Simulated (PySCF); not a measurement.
Geometry (Å), atoms numbered from 1 in this order:
```xyz
8

C     0.7358    0.0391    0.4209
C    -0.5618   -0.0359   -0.3424
Cl   -0.2942   -0.7919   -1.9261
Cl   -1.7454   -1.0011    0.5622
Cl   -1.2182    1.5956   -0.5882
H     0.5571    0.5037    1.3907
H     1.4524    0.6358   -0.1427
H     1.1281   -0.9671    0.5661
```

Level of theory: PBE0-D3(BJ)/def2-TZVP geometry, σ from GIAO-B97-2/pcSseg-2, in PySCF 2.14.0 with density-fitted response routines (one computed conformer, gas phase, relativity neglected, rapidly exchanging positions averaged).

Question: Predict the 2D correlation tables (HSQC, COSY, HMBC).

Answer: 

HSQC (one-bond C–H):
| δH | δC |
| --- | --- |
| 2.43 (H6/H7/H8) | 48.1 (C1) |

HMBC (two and three bonds, from the bond graph):
| δH | δC |
| --- | --- |
| 2.43 (H6/H7/H8) | 123.0 (C2) |

No COSY cross peaks are expected.

References, each an isolated molecule treated in the same way: ¹H (σref 31.64), ¹³C (σref 185.38) against TMS.

Carbons that carry Cl, above all several Cl atoms, come out too deshielded, partly because spin–orbit coupling is missing. Shifts are as computed. Against solution values, carbons near 30 ppm lie about +3 ppm off and those near 130 ppm about +7 ppm; carbons on Cl a further +5 ppm. Of 1211 compounds with measured shifts, 218 miss one by over three times the rms of a fit or turn the order of signals round; such compounds aren't used in these exercises.
